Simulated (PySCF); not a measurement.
Molecule: Borinic Acid (BO, BH$_{3}$O).

Cartesian coordinates in Å; atom numbers follow the order of the lines, from 1:
```xyz
5

B    -0.413   -0.022   -0.005
O     0.845   -0.498   -0.010
H    -1.303   -0.840   -0.004
H    -0.628    1.173   -0.004
H     1.516    0.192   -0.011
```

Spin–spin couplings on one PBE0-D3(BJ)/def2-SVP geometry, PySCF 2.14, gas phase, non-relativistic, equivalent pairs averaged; isotopes 11B, 1H, 17O; basis pcJ-1.

Problem. How do the couplings (Hz) change with the functional? Times are CPU seconds on shared hosts with different chips, so compare them loosely; the GGAs took longer than the global hybrids here, which isn't the general rule, and the cause wasn't traced.

Solution. 
```
functional  functions  1J(B1,H3)  1J(O2,H5)  1J(B1,O2)  2J(H3,H4)  2J(B1,H5)  2J(O2,H3)  3J(H3,H5)  core-s
        HF         84      163.7     -110.5      -18.4       21.1      -13.6       -6.5       12.3    0.65
       LDA         84      117.0      -63.6        7.1       16.7       -3.7       -7.6        9.6     1.5
       PBE         84      140.6      -65.6        4.4       19.3       -5.4       -8.8       11.8     2.1
       KT2         84      147.7      -65.5       10.5       26.2       -5.7       -9.7       14.7     2.2
     B3LYP         84      151.4      -77.1       -0.3       22.5       -6.2       -9.4       12.0     1.8
      PBE0         84      142.5      -74.0        0.0       19.3       -6.7       -8.2       11.4     1.8
     B97-2         84      146.4      -74.3       -2.8       19.3       -6.6       -8.0       10.6     1.7
 BHandHLYP         84      158.0      -89.4       -6.6       23.8       -8.3       -9.2       12.0     1.8
 CAM-B3LYP         84      148.4      -78.2       -1.2       22.6       -6.2       -9.2       11.6     2.1
```
